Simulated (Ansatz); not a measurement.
**Ligand exchange: SiH2(CH3)Cl + H2O → SiH2(CH3)(OH) + HCl**

Species: SiH2(CH3)Cl ((chlorosilyl)methane), singlet; H2O (water) `O`, singlet; SiH2(CH3)(OH), singlet; HCl (hydrogen chloride), singlet. The partners trade Cl for OH: Si–Cl and H–OH bonds give way to Si–OH and H–Cl.

Shapes, held fixed at every level: PBE0-D4/def2-TZVP. Flexible molecules stand in one conformer, not always the lowest. Programs: Ansatz 0.2.0. The zero-point and thermal change to 298 K, harmonic and unscaled (PBE0-D4/def2-TZVP), is -6.6 kJ/mol.

| level | kind | ΔH(298 K) (kJ/mol) | less CCSD(T)/CBS estimate |
| --- | --- | --- | --- |
| SPW92/def2-TZVPP | LDA | +3.5 | -3.1 |
| B3LYP-D4/def2-TZVPP | global hybrid | +3.1 | -3.5 |
| PBE0-D4/def2-TZVPP | global hybrid | +10.3 | +3.7 |
| MP2/def2-TZVPP | perturbation theory | +4.9 | -1.7 |
| CCSD/def2-SVP | coupled cluster or CI | +2.2 | -4.4 |
| CCSD/def2-TZVPP | coupled cluster or CI | +0.2 | -6.4 |
| CCSD(T)/CBS estimate | coupled cluster or CI | +6.6 | 0.0 |

The highest level, CCSD(T)/CBS estimate, gives ΔH(298 K) = +6.6 kJ/mol; the levels span +0.2 to +10.3. The column of differences is taken from that level and isn't an error. No measured value is set beside it here. The CBS estimate extrapolates MP2 from def2-TZVPP and def2-QZVPP and adds CCSD(T) − MP2 in the triple-zeta set, cores frozen.
